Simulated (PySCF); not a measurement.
## Simulated absorption spectrum

Species: methoxyethane, C₃H₈O.
Cartesian coordinates in Å at the GFN2-xTB level; atoms count from 1:
```xyz
12
C3H8O angstrom
C      1.3975    0.3835    0.1315
C      0.4792   -0.7139   -0.4036
O     -0.7647   -0.2499   -0.8775
C     -1.6303    0.2300    0.1199
H      1.5040    1.1726   -0.6087
H      2.3771   -0.0352    0.3449
H      1.0002    0.8133    1.0477
H      0.9413   -1.1924   -1.2708
H      0.3213   -1.4758    0.3762
H     -2.5979    0.3756   -0.3573
H     -1.2917    1.1863    0.5344
H     -1.7348   -0.4948    0.9374
```

Computed with TDDFT PBE0/def2-SVPD, vertical, gas phase, core orbitals frozen in the response in PySCF 2.14.0, density-fitted response routines.

Computed states:

| state | E (eV) | f |
| --- | --- | --- |
| S1 | 6.96 | 0.014 |
| S2 | 7.73 | 0.0036 |
| S3 | 7.85 | 0.039 |
| S4 | 8.21 | 0.050 |
| S5 | 8.41 | 0.0027 |
| S6 | 8.50 | 0.012 |
| S7 | 9.08 | 0.012 |
| S8 | 9.16 | 0.0046 |

Each state is given a Gaussian of 0.5 eV full width at half maximum, with ε(max) = 2.175×10⁸ f / Δν̃ (Δν̃ the width in cm⁻¹). The width is an assumption, not a result. The curve ends short of the highest state used, and states not computed would add to its high-energy end.

Q: What does the envelope look like, and where are its maxima?

A: 
λ (nm), ε (L mol⁻¹ cm⁻¹) and a bar:
```
    144.8       1412 ############
    147.2       2406 ####################
    149.5       3256 ###########################
    151.9       3639 ##############################
    154.3       3544 #############################
    156.7       3200 ##########################
    159.1       2619 ######################
    161.5       1819 ###############
    163.9       1036 #########
    166.3        511 ####
    168.7        305 ###
    171.1        345 ###
    173.5        512 ####
    175.8        674 ######
    178.2        743 ######
    180.6        677 ######
    183.0        515 ####
    185.4        332 ###
    187.8        184 ##
    190.2         88 #
    192.6         37 
    195.0         14 
    197.4          5 
    199.8          1
```

Maxima: 178 nm (6.96 eV), ε about 740, made up of S1 (100%); 152 nm (8.13 eV), ε about 3700, made up of S3 (23%) and S4 (70%) (ε in L mol⁻¹ cm⁻¹; maxima over ε = 5, shares over 10%).

Q: What would ε be at 8.13 eV, the highest of these maxima, with half the width (0.25 eV)?

A: About 4320 L mol⁻¹ cm⁻¹ against 3650, a factor of about 1.2; a lone state at its own centre would give exactly 2.

Q: Coming from long wavelengths, where does ε first pass 100 L mol⁻¹ cm⁻¹?

A: At about 190 nm (6.53 eV), 0.42 eV below S1.

Q: On this curve, what absorbance would a 10⁻⁵ mol/L sample give at 193 nm over a 1 cm path?

A: 193 nm is 6.424 eV, where ε is about 32 L mol⁻¹ cm⁻¹, so A = ε c l ≈ 0.00032 (Beer–Lambert, with the gas-phase spectrum and the assumed width).

One conformer stands for the species.
